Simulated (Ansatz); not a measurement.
Geometry optimisation, RKS PBE-D4/def2-SVP (Ansatz).

Input:

```yaml
crystal:
  periodic: [false, false, false]
  atoms:
    - { symbol: B, position_ang: [-0.045934, 0.233656, -0.030847] }
    - { symbol: H, position_ang: [-0.105793, 0.403723, 1.157848] }
    - { symbol: H, position_ang: [0.993842, 0.019589, -0.606506] }
    - { symbol: Cl, position_ang: [-1.519145, 0.430247, -0.955519] }
    - { symbol: Cl, position_ang: [-0.13377, -2.60133, 1.112197] }
    - { symbol: H, position_ang: [-0.164401, -1.385685, 1.677527] }
basis:
  gaussian: { orbitals: def2-SVP }
hamiltonian:
  xc: pbe
  dispersion: d4
relax:
  f_tol: 0.03
  max_steps: 50
```

Command:

```bash
$ ansatz run input.yaml --threads 1 --pin off --max-ram 2048MiB --backend cpu --events-out ev --progress --plain --runs-dir out
```

Problem. Where does it end, and by what steps?

Solution. The forces met the threshold. The force dipped under the threshold on the way, but the program's further checks kept it going. After 22 steps the energy has fallen by 0.064 eV; H6 moved furthest, 0.77 Å.

```tsv
step	energy less start (eV)	largest force component (eV/Å)	accepted
0	0.0000	0.900	yes
1	-0.0111	0.504	yes
2	-0.0204	0.514	yes
3	-0.0238	0.427	yes
4	-0.0325	0.099	yes
5	-0.0330	0.092	yes
6	-0.0400	0.087	yes
7	-0.0353	0.801	no
8	-0.0458	0.133	yes
9	-0.0490	0.297	yes
10	-0.0561	0.042	yes
11	-0.0535	0.213	no
12	-0.0565	0.019	yes
13	-0.0566	0.148	yes
14	-0.0573	0.077	yes
15	-0.0590	0.011	yes
16	-0.0594	0.068	yes
17	-0.0505	0.601	no
18	-0.0609	0.025	yes
19	-0.0586	0.320	no
20	-0.0617	0.050	yes
21	-0.0623	0.121	yes
22	-0.0642	0.020	yes
```

```xyz
6
Properties=species:S:1:pos:R:3
B 0.010 0.262 -0.070
H 0.112 0.714 1.051
H 0.961 0.013 -0.777
Cl -1.594 0.253 -0.802
Cl 0.189 -2.227 1.006
H -0.652 -1.915 1.946
```

The run took 25 s on 1 thread of Arm Neoverse V2 (shared host), peak memory 0.11 GiB.
